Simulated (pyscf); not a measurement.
H₂N–Sn(NH₂)(NH₂)–NH₂ + H atom (H•) → •HN–Sn(NH₂)(NH₂)–NH₂ + hydrogen (H₂) (hydrogen abstraction; doublet surface; H–N broken, H–H formed). Structures and frequencies: ωB97X-D3(BJ)/def2-SVP in PySCF. Energies in kcal/mol from the separated reactants.

```
level                   barrier  reaction energy
----------------------  -------  ---------------
ωB97X-D3(BJ)/def2-TZVP     13.3             +6.4
r²SCAN/def2-TZVP            6.5             +2.7
B3LYP-D3(BJ)/def2-TZVP      7.2             +2.3
PBE0-D3(BJ)/def2-TZVP       ___             +7.3
ωB97M-D3(BJ)/def2-TZVP     13.6             +6.8
HF/def2-TZVP                ___              ___
```

**Question.** What belongs in the gaps?

**Answer.** 
- PBE0-D3(BJ)/def2-TZVP, barrier: 11.0
- HF/def2-TZVP, barrier: 23.7
- HF/def2-TZVP, reaction energy: +1.3

The functionals in the table span 7.0 kcal/mol in this barrier, from r²SCAN to ωB97M-D3(BJ)/def2-TZVP. One saddle was located; it need not be the lowest between these sides. The angle at the transferred H is 155°. Elements past Kr carry the def2 core potentials, without spin-orbit coupling.
